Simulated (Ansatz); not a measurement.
CH3Cl, singlet: reading a ladder of total energies

Geometry: MP2(full)/6-31G*, from the G2/97 set.

```csv
atom,x (Å),y (Å),z (Å)
C,0.0000,0.0000,-1.2269
Cl,0.0000,0.0000,0.5504
H,0.0000,1.0293,-1.5798
H,0.8914,-0.5147,-1.5798
H,-0.8914,-0.5147,-1.5798
```

Basis cc-pV(D+d)Z; Ansatz 0.2.0. Correlated methods freeze the noble-gas cores, which leaves 14 electrons in 46 orbitals. Prefix R: restricted or restricted open-shell reference.

Full CI isn't at hand for all of this; RCCSDTQ serves as the reference, and is uncertain by about the last step of the cluster series.

Runs differ by some tens of microhartree through their thresholds, so steps under 0.03 kcal/mol mean nothing.

```tsv
level	total energy (hartree)
RHF	-499.119542
RMP2	-499.407696
RCCSD	-499.438982
RCCSD(T)	-499.446538
RCCSDT	-499.447097
RCCSDT(Q)	-499.447639
RCCSDTQ	-499.447630
```

Q: What is the correlation energy at RCCSDTQ, and what share of it do RMP2 and RCCSD(T) recover?

A: E(corr) = -499.447630 − (-499.119542) = -0.328088 hartree = -8.928 eV. RMP2: -0.288154 / -0.328088 = 87.83 %. RCCSD(T): -0.326996 / -0.328088 = 99.67 %.

Q: By how many kcal/mol does RCCSD(T) miss RCCSDTQ (1 hartree = 627.509 kcal/mol), and which steps make up the rest?

A: -499.446538 − (-499.447630) = 0.001092 hartree = 0.69 kcal/mol. Steps: RCCSDT − RCCSD(T) = -0.35, RCCSDT(Q) − RCCSDT = -0.34, RCCSDTQ − RCCSDT(Q) = 0.01 kcal/mol. That is within 1 kcal/mol of the reference in this basis, which itself misses far more of the correlation at the basis-set limit.
